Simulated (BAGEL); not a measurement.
# C2H4ClF (1-chloro-1-fluoroethane) at HF/6-311+G(d,p) (density fitting with qzvpp-jkfit)

Aim: the vertical electron affinity of C2H4ClF (1-chloro-1-fluoroethane) at HF/6-311+G** (density fitting with qzvpp-jkfit), from 2 runs. 

The calculation is run with BAGEL 1.2.2.

**1. The molecule**

C2H4ClF: 8 atoms, total charge 0, spin state singlet. SMILES: `CC(F)Cl`. The coordinates come from a PBE0-D4/def2-TZVP relaxation.

Bond lengths: C1–C2 1.499 Å, C2–F3 1.363 Å, C2–Cl4 1.783 Å, C1–H5 1.090 Å, C1–H6 1.092 Å, C1–H7 1.090 Å, C2–H8 1.091 Å. Some angles: C1–C2–F3 110.1°, C1–C2–Cl4 111.1°, F3–C2–Cl4 108.4°, C1–C2–H8 113.3°, F3–C2–H8 107.8°, Cl4–C2–H8 105.8°, C2–C1–H5 110.2°, C2–C1–H6 109.1°, C2–C1–H7 110.0°, H5–C1–H6 109.1°.

**2. The energy at HF/6-311+G(d,p) (density fitting with qzvpp-jkfit)**

job.json reads:

```json
{ "bagel": [

{
  "title": "molecule",
  "basis": "6-311+gss.json",
  "df_basis": "qzvpp-jkfit",
  "angstrom": true,
  "geometry": [
    { "atom": "C", "xyz": [       0.023800,       0.798000,      -0.063300 ] },
    { "atom": "C", "xyz": [      -0.053500,      -0.682200,       0.160900 ] },
    { "atom": "F", "xyz": [       1.025400,      -1.104300,       0.878600 ] },
    { "atom": "Cl", "xyz": [      -0.081400,      -1.566700,      -1.387100 ] },
    { "atom": "H", "xyz": [      -0.846800,       1.140400,      -0.622400 ] },
    { "atom": "H", "xyz": [       0.049700,       1.305200,       0.903700 ] },
    { "atom": "H", "xyz": [       0.927000,       1.044400,      -0.622300 ] },
    { "atom": "H", "xyz": [      -0.952100,      -0.992000,       0.696200 ] }
  ]
},

{
  "title": "hf"
},

{
  "title": "print",
  "file": "orbitals.molden",
  "orbitals": true
}

]}
```

The basis set 6-311+G** is read from a file made from the Basis Set Exchange's data (not shown).

On the command line:

```
$ BAGEL_NUM_THREADS=1 BAGEL job.json > job.out
```

The log of the run:

```text
* using 1 threads per process

  ===============================================================
  ===============================================================

  *** Geometry ***

  { "atom" : "C", "xyz" : [      0.044975,      1.508001,     -0.119620 ] },
  { "atom" : "C", "xyz" : [     -0.101100,     -1.289171,      0.304057 ] },
  { "atom" : "F", "xyz" : [      1.937725,     -2.086825,      1.660313 ] },
  { "atom" : "Cl", "xyz" : [     -0.153824,     -2.960634,     -2.621239 ] },
  { "atom" : "H", "xyz" : [     -1.600220,      2.155044,     -1.176166 ] },
  { "atom" : "H", "xyz" : [      0.093919,      2.466471,      1.707745 ] },
  { "atom" : "H", "xyz" : [      1.751776,      1.973630,     -1.175977 ] },
  { "atom" : "H", "xyz" : [     -1.799208,     -1.874608,      1.315627 ] },

  Number of auxiliary basis functions:      427

  Since a DF basis is specified, we compute 2- and 3-index integrals:
    o Being stored without compression. Storage requirement is 0.049 GB

  Number of basis functions:      120
  Number of electrons      :       42

    * METHOD: MOLECULE                             0.19

  *** RHF ***

  === Nuclear Repulsion ===
   166.6486461740

      * DIIS with orbital gradients will be used.

  === RHF iteration (6-311+gss.json) ===
      0       -636.81531794          0.02182803           0.08
      1       -636.99578054          0.01279385           0.07
      2       -637.05925120          0.00199842           0.07
      3       -637.06182723          0.00077989           0.07
      4       -637.06217551          0.00012420           0.07
      5       -637.06219380          0.00005194           0.07
      6       -637.06219597          0.00001942           0.07
      7       -637.06219640          0.00000441           0.07
      8       -637.06219641          0.00000190           0.07
      9       -637.06219642          0.00000070           0.07
     10       -637.06219642          0.00000027           0.07
     11       -637.06219642          0.00000009           0.07
     12       -637.06219642          0.00000004           0.07
     13       -637.06219642          0.00000001           0.07
     14       -637.06219642          0.00000001           0.07
    * SCF iteration converged.

    * Permanent dipole moment:
           (    0.587684,    -0.782134,    -0.240779) a.u.

    * METHOD: HF                                   1.27

    * METHOD: PRINT                                0.02

  ===============================================================
```

Wall time 1.6 s (1 thread of Arm Neoverse V2, shared host); peak memory 0.14 GiB.

**3. The doublet anion**

hf.json reads:

```json
{ "bagel" : [

{
  "title" : "molecule",
  "basis" : "6-311+gss.json",
  "df_basis" : "qzvpp-jkfit",
  "angstrom" : true,
  "geometry" : [
    { "atom" : "C", "xyz" : [    0.023800,    0.798000,   -0.063300 ] },
    { "atom" : "C", "xyz" : [   -0.053500,   -0.682200,    0.160900 ] },
    { "atom" : "F", "xyz" : [    1.025400,   -1.104300,    0.878600 ] },
    { "atom" : "Cl", "xyz" : [   -0.081400,   -1.566700,   -1.387100 ] },
    { "atom" : "H", "xyz" : [   -0.846800,    1.140400,   -0.622400 ] },
    { "atom" : "H", "xyz" : [    0.049700,    1.305200,    0.903700 ] },
    { "atom" : "H", "xyz" : [    0.927000,    1.044400,   -0.622300 ] },
    { "atom" : "H", "xyz" : [   -0.952100,   -0.992000,    0.696200 ] }
  ]
},
{ "title" : "uhf", "charge" : -1, "nopen" : 1 },
{ "title" : "print", "file" : "orbitals.molden", "orbitals" : true }

]}
```

The basis set 6-311+G** is read from a file made from the Basis Set Exchange's data (not shown).

On the command line:

```
$ BAGEL_NUM_THREADS=1 BAGEL hf.json > hf.out
```

The log of the run:

```text
* using 1 threads per process

  ===============================================================
  ===============================================================

  *** Geometry ***

  { "atom" : "C", "xyz" : [      0.044975,      1.508001,     -0.119620 ] },
  { "atom" : "C", "xyz" : [     -0.101100,     -1.289171,      0.304057 ] },
  { "atom" : "F", "xyz" : [      1.937725,     -2.086825,      1.660313 ] },
  { "atom" : "Cl", "xyz" : [     -0.153824,     -2.960634,     -2.621239 ] },
  { "atom" : "H", "xyz" : [     -1.600220,      2.155044,     -1.176166 ] },
  { "atom" : "H", "xyz" : [      0.093919,      2.466471,      1.707745 ] },
  { "atom" : "H", "xyz" : [      1.751776,      1.973630,     -1.175977 ] },
  { "atom" : "H", "xyz" : [     -1.799208,     -1.874608,      1.315627 ] },

  Number of auxiliary basis functions:      427

  Since a DF basis is specified, we compute 2- and 3-index integrals:
    o Being stored without compression. Storage requirement is 0.049 GB

  Number of basis functions:      120
  Number of electrons      :       42

    * METHOD: MOLECULE                             0.19

  *** Open-shell HF ***

  === Nuclear Repulsion ===
   166.6486461740

      * DIIS with orbital gradients will be used.

  === UHF iteration (6-311+gss.json) ===
      0       -636.56490073          0.04973204           0.14
      1       -636.80578386          0.03504943           0.14
      2       -636.90098821          0.01988548           0.14
      3       -636.95664729          0.00268505           0.14
      4       -636.96493175          0.00197960           0.14
      5       -636.97291163          0.00175022           0.14
      6       -636.98266842          0.00123564           0.14
      7       -636.99186617          0.00059028           0.14
      8       -636.99371757          0.00041842           0.14
      9       -636.99396825          0.00077178           0.14
     10       -636.99496605          0.00036022           0.14
     11       -636.99575497          0.00026451           0.13
     12       -636.99625681          0.00020580           0.14
     13       -636.99661362          0.00015192           0.13
     14       -636.99678788          0.00009829           0.14
     15       -636.99685423          0.00007685           0.14
     16       -636.99691661          0.00004750           0.14
     17       -636.99693819          0.00002816           0.14
     18       -636.99694352          0.00002056           0.14
     19       -636.99694579          0.00001263           0.14
     20       -636.99694680          0.00000658           0.14
     21       -636.99694709          0.00000466           0.14
     22       -636.99694731          0.00000292           0.14
     23       -636.99694738          0.00000193           0.14
     24       -636.99694741          0.00000155           0.14
     25       -636.99694744          0.00000094           0.13
     26       -636.99694745          0.00000067           0.14
     27       -636.99694745          0.00000055           0.13
     28       -636.99694745          0.00000044           0.14
     29       -636.99694745          0.00000029           0.13
     30       -636.99694745          0.00000019           0.13
     31       -636.99694745          0.00000016           0.13
     32       -636.99694745          0.00000013           0.14
     33       -636.99694745          0.00000010           0.13
     34       -636.99694745          0.00000008           0.13
     35       -636.99694745          0.00000006           0.13
     36       -636.99694745          0.00000005           0.14
     37       -636.99694745          0.00000003           0.14
     38       -636.99694745          0.00000002           0.14
     39       -636.99694745          0.00000002           0.14
     40       -636.99694745          0.00000001           0.13
     41       -636.99694745          0.00000001           0.13
    * SCF iteration converged.

    * S^2 (UHF) is 0.7504

    * Permanent dipole moment:
           (   -1.519767,     2.503660,     1.370970) a.u.

    * METHOD: UHF                                  5.87

    * METHOD: PRINT                                0.02

  ===============================================================
```

Run time: 6.3 s. Hardware: 1 thread of Arm Neoverse V2, shared host; peak memory 0.14 GiB.

**4. Results**

Level: HF/6-311+G** (density fitting with qzvpp-jkfit).

| quantity | value |
| --- | --- |
| singlet C2H4ClF: total energy | -637.06220 Eh |
| singlet C2H4ClF: dipole moment | 2.56 D |
| singlet C2H4ClF: HOMO energy | -12.24 eV |
| singlet C2H4ClF: LUMO energy | 1.85 eV |
| singlet C2H4ClF: HOMO–LUMO gap | 14.10 eV |
| doublet anion: total energy | -636.99695 Eh |
| doublet anion: ⟨S²⟩ | 0.750 |
| vertical electron affinity (to the doublet anion) | -1.776 eV |

**Reading.** The anion lies 1.78 eV (41 kcal/mol) above the neutral: the electron isn't bound at this level, and such a value depends on the basis. Hartree–Fock misses the correlation that binds many anions.
